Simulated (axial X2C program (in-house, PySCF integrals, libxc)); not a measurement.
# SiS⁻: bond constants with and without spin–orbit coupling

Computed with an axial X2C code built on PySCF integrals. Spin-free means the one-electron spin-free X2C Hamiltonian; two-component (2c) means X2C with spin–orbit coupling and atomic mean-field two-electron Coulomb and Gaunt terms, so the difference of the two also holds small scalar two-electron terms. Basis: S dyall-av3z [9s8p3d2f], Si dyall-av3z [9s8p3d2f] (cores contracted in-house); Gaussian nuclei, density fitting, unrestricted open shells. Masses: S 31.972 u, Si 27.977 u.

State, spin-free: M_S = 1/2, Λ = 1 (beyond evenly filled blocks: π+α); electrons by block: σα: 9, σβ: 9, π+α: 4, π+β: 3, π-α: 3, π-β: 3. Fragments: S- + Si.

State, 2c: Ω = 1/2 (⟨Sz⟩ = -0.50, ⟨Lz⟩ = 1.00 at PBE0); electrons by block: 1/2: 13, -1/2: 12, 3/2: 3, -3/2: 3. Fragments: S- + Si.

```
Hamiltonian    level  Re (Å)  ωe (cm⁻¹)  ωexe (cm⁻¹)  De (eV)  D0 (eV)  μ (D)
  spin-free     PBE0   2.031      617.9         2.26     4.65     4.61  -1.00
  spin-free       HF   2.024      639.6         2.23     3.05     3.01  -0.39
  spin-free      MP2   2.035      621.3          2.2     4.72     4.68    n/a
  spin-free     CCSD   2.037      620.0         2.24     4.35     4.31    n/a
  spin-free  CCSD(T)   2.047      604.7         2.29     4.55     4.51    n/a
  spin-free   PBEsol   2.042      595.0         2.31     5.11     5.08  -1.41
         2c     PBE0   2.032      617.6         2.26     4.66     4.62  -0.99
         2c       HF   2.024      639.2         2.24     3.02     2.98  -0.38
         2c      MP2   2.036      621.1         2.19     4.72     4.68    n/a
         2c     CCSD   2.038      619.7         2.24     4.35     4.31    n/a
         2c  CCSD(T)   2.047      604.5         2.28     4.54     4.51    n/a
         2c   PBEsol   2.042      594.7         2.31     5.12     5.08  -1.40
```

Correlated methods: 11 electrons correlated (number of frozen shells: S 2 s, 1 p; Si 2 s, 1 p), 199 virtual spin orbitals or spinors in MP2, 90 natural virtuals in coupled cluster.

Dipoles are positive if Si is the positive end and refer to the centre of mass.

The state is a single determinant with fixed occupations, the lowest that a limited PBE0 search found. Dissociation energies refer to the lowest single-determinant-based atoms at the same level and basis. Density functionals use the spin component along the axis (collinear). Coupled cluster ran in a truncated set of natural virtual spinors; the MP2 energy of the rest was added. (T) has no such correction and the atoms are truncated less, which lowers De at CCSD(T) by a hundredth of an eV or more. The highest occupied level is positive at some bond lengths even in Hartree–Fock (under at least one Hamiltonian), so the basis set holds the extra electron there; where that holds at Re the anion is at best weakly bound and its constants depend on the basis. The 2c atoms are single determinants rather than J levels; their spin–orbit lowering is only partly caught, and De is too large by that part. This holds for PBE0, MP2, CCSD, CCSD(T), PBEsol. The functionals have no current-density term, which raises determinants with orbital currents, atoms included. Some points did not converge and are left out. Hartree–Fock gets electron affinities wrong, so its lowest charge split need not be the true one.

Rough cost a point (2c) on 1 thread(s) of a shared host, integrals apart: PBE0 0.5 s, HF 0.8 s, CCSD(T) 7 s, PBEsol 0.3 s.

The whole task took 2.7 min on 1 thread of Arm Neoverse N1 (shared host).
